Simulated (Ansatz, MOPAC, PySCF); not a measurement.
Reaction (SMILES): C(C)CC + 3 [H][H] (H2) → 4 C (CH4)

Wanted: energy of full hydrogenation (enthalpy at 298 K), in kcal/mol. Terms: non-relativistic; 6-31G* and kin with 6d, 5d where marked; dispersion terms only where a functional's name holds one; no spin-orbit coupling. Ab initio and DFT rows: single points at B3LYP-D3(BJ) geometries (Ansatz, a quantum-chemistry and plane-wave program), with unscaled harmonic terms from B3LYP/6-31G* at its own minima. Semi-empirical rows: MOPAC heats of formation at their own minima for 298 K.

```tsv
species	coefficient	E at M06-2X/6-31G* (5d) (PySCF), Eh	E at wB97X-V/def2-TZVPD (Ansatz), Eh	H(298 K) - E, kcal/mol	heat of formation at PM3 (MOPAC), kcal/mol
CCCC	-1	-158.35568	-158.46380	87.54	-29.11
[H][H] (H2)	-3	-1.16368	-1.17238	8.44	-13.39
C (CH4)	+4	-40.48157	-40.51531	30.76	-13.03
```

Measured values: Active Thermochemical Tables 1.112 (ions: stationary electron), as tabulated in the package chemicals; they hold spin-orbit and core effects, anharmonicity and other conformers.  Value to compare with, the measured value: -41.2 kcal/mol. 1 Eh = 627.5095 kcal/mol.

Work the quantity out at each level, and compare with the measured value.


- M06-2X/6-31G* (5d): the sum of coefficient times E is -0.07956 Eh, or -49.92 kcal/mol; the thermal terms add 10.18. Result: -39.7 kcal/mol. Its error against the measured value is 1.5 kcal/mol.
- wB97X-V/def2-TZVPD: the sum of coefficient times E is -0.08030 Eh, or -50.39 kcal/mol; the thermal terms add 10.18. Result: -40.2 kcal/mol. Its error against the measured value is 1.0 kcal/mol.
- PM3: the sum of coefficient times heat of formation is 17.16 kcal/mol; it needs no thermal term. Its error against the measured value is 58.4 kcal/mol.
